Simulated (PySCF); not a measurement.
Stretching MgO⁻

Set-up: PySCF, no relativity, basis sets Mg def2-SVPD, O def2-SVPD. Energies in eV from Mg + O⁻ in their ground configurations at the same level. State: ²Σ⁺ (doublet), unpaired electrons σ ↑.

```tsv
R (Å)	PBE	PBE0	M06	BLYP
1.560	-1.964	-1.684	-1.647	-1.701
1.633	-2.495	-2.185	-2.138	-2.238
1.705	-2.792	-2.452	-2.399	-2.541
1.760	-2.903	-2.543	-2.488	-2.657
1.814	-2.943	-2.566	-2.511	-2.703
1.868	-2.930	-2.540	-2.488	-2.696
1.941	-2.852	-2.454	-2.412	-2.627
2.032	-2.692	-2.300	-2.277	-2.478
2.140	-2.451	-2.088	-2.089	-2.250
2.286	-2.109	-1.805	-1.832	-1.925
```

**Question.** Put a parabola through the three lowest points of the PBE curve and estimate Re, k and ωe (reduced mass 9.596 u; 1 eV/Å² = 0.16022 mdyn/Å; ωe = 1302.8·√(k/μ) cm⁻¹).

**Answer.** Through R = 1.76, 1.814, 1.868 Å the second-order coefficient is 9.09 eV/Å², so Re ≈ 1.828 Å, k ≈ 2.91 mdyn/Å and ωe ≈ 718 cm⁻¹. A polynomial fit of higher order to the unrounded PBE energies gives Re = 1.826 Å, k = 2.70 mdyn/Å, ωe = 692 cm⁻¹; anharmonicity and rounding make the difference.

The higher-order fit for each curve: PBE: Re = 1.826 Å, ωe = 692 cm⁻¹, De = 2.94 eV; PBE0: Re = 1.809 Å, ωe = 692 cm⁻¹, De = 2.57 eV; M06: Re = 1.811 Å, ωe = 666 cm⁻¹, De = 2.51 eV; BLYP: Re = 1.832 Å, ωe = 678 cm⁻¹, De = 2.71 eV.

For an ion De counts to the pair picked by the measured ionisation energies or electron affinities, which need not be the lowest pair at this level. The highest Kohn–Sham level is positive in this anion. Much of that is self-interaction error, but it also means that the finite basis helps to hold the extra electron. The state is the lowest determinant that a PBE0 search found; another state may lie lower at other levels.
